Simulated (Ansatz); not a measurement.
A calculation on fluorite CeO2 returned elastic constant C11 377 GPa, elastic constant C44 67.6 GPa, Voigt–Reuss–Hill shear modulus 87.6 GPa.

For reference: elastic constant C11 403 GPa (measured, temperature not stated, no zero-point or thermal correction; as tabulated in Atomistic and experimental study on thermal conductivity of bulk and porous …); elastic constant C44 60 GPa (measured, temperature not stated, no zero-point or thermal correction; as tabulated in Atomistic and experimental study on thermal conductivity of bulk and porous …).

### Question
Which level of theory produced these numbers?
(A) HSE06 (Ansatz, a program for electronic structure)
(B) B3LYP (VWN-RPA form) (Ansatz)
(C) r²SCANh (Ansatz)
(D) LDA (Ansatz)

### Answer
D, LDA (Ansatz)

The others give: HSE06 402 GPa, 55.7 GPa, 82.7 GPa; B3LYP (VWN-RPA form) 373 GPa, 49.5 GPa, 75.3 GPa; r²SCANh 388 GPa, 56.4 GPa, 81.6 GPa.

Unless a cell is named, each level is at its own relaxed cell (B3LYP (VWN-RPA form) 13.58, HSE06 13.08, LDA 12.82, r²SCANh 13.23 Å³/atom).

The crystal itself was run without spin with HSE06, B3LYP (VWN-RPA form), r²SCANh, LDA; a magnetic state was not tried in these runs.

Ansatz's density-functional and Hartree–Fock values are scalar-relativistic unless marked +SOC, with PAW data made under PBE.
